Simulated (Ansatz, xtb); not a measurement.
## Relative energy of two isomers of C2H3Al

We compare X, `[CH]1=[CH][AlH]1`, a singlet, with Y, `C#[C][AlH2]`, a singlet. Both are isolated molecules in the gas phase, relaxed with r2SCAN-D4/def2-TZVP.

Quicker runs give these differences E(Y) − E(X): GFN2-xTB −42.4 kcal/mol; HF/STO-3G −40.7 kcal/mol (at GFN2-xTB geometries); r2SCAN-D4/def2-SVP −4.3 kcal/mol (at GFN2-xTB geometries).

Estimate E(Y) − E(X) at the level CCSD(T)/def2-TZVPP.

Calculated at CCSD(T)/def2-TZVPP: E(Y) − E(X) = −11.2 kcal/mol, so structure Y lies lower.

Level by level:

```tsv
level	geometry	E(Y) − E(X) (kcal/mol)	departure from the last row (kcal/mol)	job, with rough time for the two
GFN2-xTB	GFN2-xTB	−42.4	−31.2	optimisation, 0.4 s
HF/STO-3G	GFN2-xTB	−40.7	−29.5	single point, 0.42 s
r2SCAN-D4/def2-SVP	GFN2-xTB	−4.3	+6.9	single point, 2.6 s
r2SCAN-D4/def2-TZVP	r2SCAN-D4/def2-TZVP	−6.3	+4.9	optimisation, 27 s
HF/def2-TZVPP	r2SCAN-D4/def2-TZVP	−15.8	−4.6	part of the CCSD(T) run
MP2/def2-TZVPP	r2SCAN-D4/def2-TZVP	−11.7	−0.5	part of the CCSD(T) run
CCSD(T)/def2-TZVPP	r2SCAN-D4/def2-TZVP	−11.2		single point, 23 s
```

As drawn, Y has 1 C≡C, 1 Al–H in place of 1 C=C, 1 C–Al, 1 C–H. Structure X has a 3-membered ring, Y no ring.

The levels shown agree on the order. The largest departure from CCSD(T)/def2-TZVPP is that of GFN2-xTB, 31.2 kcal/mol.

With harmonic frequencies from r2SCAN-D4/def2-TZVP (ideal gas, rigid rotor, one conformer each, 600 K, 1 atm): on the last row, ΔE + ΔZPE = −14.1, ΔH = −12.8, ΔG = −16.1 kcal/mol.

The correlated steps freeze 7 core orbitals. Codes used: Ansatz 0.2.0, xtb 6.7.1; the last row on 2 threads of Intel(R) Xeon(R) Processor @ 2.50GHz (Skylake/Cascade Lake) on a shared host.
